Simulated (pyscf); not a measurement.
Optimised with ωB97X-D3(BJ)/def2-SVP in PySCF.

SMILES: FC(C)(Cl)Cl
```xyz
8

C     -0.6990     0.0406    -1.9151
C     -0.8786    -1.0897    -0.9282
F     -1.3264    -0.6062     0.2493
Cl     0.6654    -1.9193    -0.6276
Cl    -2.0703    -2.2677    -1.5238
H     -1.6669     0.5413    -2.0595
H     -0.3383    -0.3506    -2.8746
H      0.0315     0.7537    -1.5076
```

Q: List the bond dissociation enthalpies at 298 K of H₃C–C(F)(Cl)–Cl from ωB97M-D3(BJ)/def2-TZVP, from the weakest bond up.

A: C–Cl to H₃C–C•(F)–Cl + Cl•: 80.2 kcal/mol; C–C to CH₃• + F–C•(Cl)–Cl: 91.7 kcal/mol; C–H to •H₂C–C(F)(Cl)–Cl + H•: 103.4 kcal/mol; C–F to H₃C–C•(Cl)–Cl + F•: 108.8 kcal/mol. Ring and multiple bonds, and those that leave no two simple radicals, are not listed. Other isomers of •H₂C–C(F)(Cl)–Cl, H₃C–C•(Cl)–Cl, H₃C–C•(F)–Cl were not searched in full and may lie lower. Left out: the spin-orbit lowering of Cl, F.
